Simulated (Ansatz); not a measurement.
This geometry of C4H7N (12 atoms, charge 0, multiplicity 1) is a first-order saddle point.

These are results of Ansatz, RKS PBE0-D4/STO-3G, not measurements.

```xyz
12
Properties=species:S:1:pos:R:3
C -1.066 0.376 1.256
C -0.079 0.768 0.138
C 1.379 0.374 0.174
C 0.628 -0.276 -0.686
N 0.444 -1.222 -1.663
H -1.087 1.150 2.036
H -2.086 0.270 0.861
H -0.772 -0.573 1.719
H -0.370 1.712 -0.355
H 2.344 0.549 0.633
H 1.224 -1.812 -1.990
H -0.481 -1.370 -2.090
```

**Question.** Which two structures does it join? (They come from a converged band through this point; their orientation in space is the band's.)

**Answer.** No bond is made or broken. The height of N5 over the plane of its neighbours goes from 0.36 to -0.36 Å.

Image 0:

```xyz
12
Properties=species:S:1:pos:R:3
C -1.070 0.363 1.230
C -0.076 0.786 0.131
C 1.380 0.370 0.158
C 0.626 -0.235 -0.728
N 0.472 -1.071 -1.849
H -1.076 1.099 2.046
H -2.091 0.297 0.829
H -0.797 -0.613 1.649
H -0.343 1.758 -0.318
H 2.351 0.530 0.615
H 1.183 -1.840 -1.853
H -0.482 -1.498 -1.878
```

Image 10:

```xyz
12
Properties=species:S:1:pos:R:3
C -1.065 0.398 1.281
C -0.105 0.738 0.126
C 1.358 0.345 0.157
C 0.597 -0.336 -0.666
N 0.385 -1.427 -1.528
H -1.066 1.202 2.030
H -2.093 0.281 0.911
H -0.765 -0.535 1.773
H -0.397 1.663 -0.400
H 2.324 0.523 0.617
H 1.263 -1.690 -2.034
H -0.358 -1.216 -2.234
```

**Question.** How far does it lie above each of them?

**Answer.** 0.083 eV above the first and 0.086 eV above the second. This is the barrier of this one path; another mechanism may lie lower. Limits of this set-up: minimal basis.

Time of the run: 2.6 min on 1 thread of Arm Neoverse V1 (shared host), peak memory 0.098 GiB.
